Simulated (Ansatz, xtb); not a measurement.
**C3H7O2: which of two isomers lies lower**

We compare a, `C[C](O)CO`, a doublet, with b, `CC[C](O)O`, a doublet. Both are isolated molecules in the gas phase, relaxed with PBE0-D3(BJ)/def2-SVP; each stands in its lowest conformer found.

a (Å):

```yaml
atoms:
  - { symbol: C, position_ang: [-0.5559, 1.3919, -0.4921] }
  - { symbol: C, position_ang: [-1.2645, 0.3827, 0.3267] }
  - { symbol: C, position_ang: [-1.2594, 0.4149, 1.8181] }
  - { symbol: O, position_ang: [-1.3018, -0.8691, -0.1977] }
  - { symbol: O, position_ang: [-2.1622, -0.5472, 2.3308] }
  - { symbol: H, position_ang: [0.5409, 1.2217, -0.5086] }
  - { symbol: H, position_ang: [-0.8992, 1.3546, -1.5377] }
  - { symbol: H, position_ang: [-0.7299, 2.4064, -0.1037] }
  - { symbol: H, position_ang: [-1.6711, -1.4290, 0.5053] }
  - { symbol: H, position_ang: [-1.4638, 1.4363, 2.1900] }
  - { symbol: H, position_ang: [-0.2686, 0.1212, 2.2257] }
  - { symbol: H, position_ang: [-3.0511, -0.2573, 2.0909] }
```

b (Å):

```xyz
12

C    -1.4234   -0.8184   -0.3003
C    -0.0813   -0.0856   -0.3034
C     0.8324   -0.5283    0.7980
O     1.2628   -1.8066    0.6554
O     0.4250   -0.2974    2.0935
H    -1.9432   -0.6692    0.6582
H    -1.2680   -1.8992   -0.4312
H    -2.0801   -0.4624   -1.1083
H     0.4407   -0.2434   -1.2602
H    -0.2403    1.0028   -0.2136
H     1.6978   -2.0551    1.4802
H     0.3415    0.6539    2.2166
```

Energies in hartree; the thermal terms are from PBE0-D3(BJ)/def2-SVP harmonic frequencies (ideal gas, rigid rotor, one conformer each, 298.15 K, 1 atm) and include the zero-point energy:

```
                              a           b
E, CCSD(T)/def2-SVP  −267.996679  −268.004899
    E, MP2/def2-SVP  −267.925133  −267.934557
  E, MP2/def2-TZVPP  −268.439067  −268.446908
  zero-point energy     0.101252     0.101096
       H(298 K) − E     0.108360     0.108423
       G(298 K) − E     0.071509     0.071138
```

**Question.** Correct the CCSD(T) difference for the basis set by the MP2 change, then work out ΔE, ΔE₀, ΔH and ΔG for a → b in kJ/mol (1 Eh = 2625.50 kJ/mol) and the equilibrium ratio [b]/[a].

**Answer.** 1. Differences b − a: CCSD(T) −0.008220, MP2 in the small set −0.009424, MP2 in the large set −0.007841 Eh.
2. ΔE = −0.008220 + (−0.007841 − (−0.009424)) = −0.006637 Eh = −17.43 kJ/mol.
3. ΔE₀ = ΔE + ΔZPE = −0.006637 + (−0.000156) Eh = −17.84 kJ/mol.
4. ΔH = ΔE + (+0.000063) Eh = −17.26 kJ/mol.
5. ΔG = ΔE + (−0.000371) Eh = −18.40 kJ/mol, so ΔS = (ΔH − ΔG)/T = +3.8 J/(mol K).
6. kT = 0.9442 mEh, so K = [b]/[a] = exp(−ΔG/kT) = exp(+7.42) ≈ 1.7 × 10^3.

Structure b is favoured at this temperature. An error of 4 kJ/mol in ΔG would change K by a factor of 5. Mirror images and further conformers aren't counted.

As drawn, both hold the same kinds of bond in the same numbers.

Other levels gave ΔE = −28.3 (GFN2-xTB); −35.1 (HF/STO-3G, GFN2-xTB geometries); −13.1 (r2SCAN-D4/def2-SVP, GFN2-xTB geometries); −16.7 (PBE0-D3(BJ)/def2-SVP); −26.9 (HF/def2-SVP); −24.7 (MP2/def2-SVP); −21.6 (CCSD(T)/def2-SVP) kJ/mol. Open shells are spin-unrestricted. The correlated steps freeze 5 core orbitals. Programs: Ansatz 0.2.0, xtb 6.7.1.
